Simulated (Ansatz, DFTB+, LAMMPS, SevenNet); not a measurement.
# How well does each level of theory give the elastic constant C11 of hcp Re?

Reference value: 616 GPa (measured, temperature not stated, not corrected to a static lattice; as tabulated in Mehl and Papaconstantopoulos (1996), arXiv:mtrl-th/9602003).

| level (code) | value (GPa) | cell (Å³/atom) | difference (%) |
|---|---|---|---|
| Lennard-Jones jacobson2022 (LAMMPS) | 1257 | 14.70 | +104 |
| GFN1-xTB (DFTB+) | 190 | 17.23 | -69 |
| SevenNet-0 (SevenNet) | 412 | 15.09 | -33 |
| SevenNet-l3i5 (SevenNet) | 476 | 15.09 | -23 |
| LDA (Ansatz) | 673 | 14.33 | +9.3 |
| PBE (Ansatz) | 608 | 14.95 | -1.3 |
| PBEsol (Ansatz) | 654 | 14.55 | +6.2 |
| r²SCAN (Ansatz) | 643 | 14.70 | +4.4 |

Leaving aside Lennard-Jones jacobson2022, which can be fitted to such values or carry a doubt: The reference's temperature isn't stated, so close values are not ranked against it. Off by more than 25 % (a bound picked here): GFN1-xTB (-69 %), SevenNet-0 (-33 %).

The reference has no zero-point or thermal correction, while the calculations are for a static lattice, so the differences are not the levels' errors alone. A static lattice is as a rule stiffer than a warm one, by over a tenth in soft solids.  Density-functional levels without +SOC have no spin–orbit coupling. GFN1-xTB: the method was fitted mainly to molecules. Each level is taken at its own relaxed cell. Cutoffs differ between the levels. Ansatz's density-functional and Hartree–Fock values are scalar-relativistic unless marked +SOC, with PAW data made under PBE.

Empirical potentials (Lennard-Jones jacobson2022) are fitted to chosen data, which need not cover the solid at hand: agreement can be built in, and what lay outside the fit can be far off. Machine-learned potentials (SevenNet-0, SevenNet-l3i5) are trained on DFT data, which may include these solids.

Differences are worked out from the printed values.

Ansatz is a quantum-chemistry and plane-wave program.
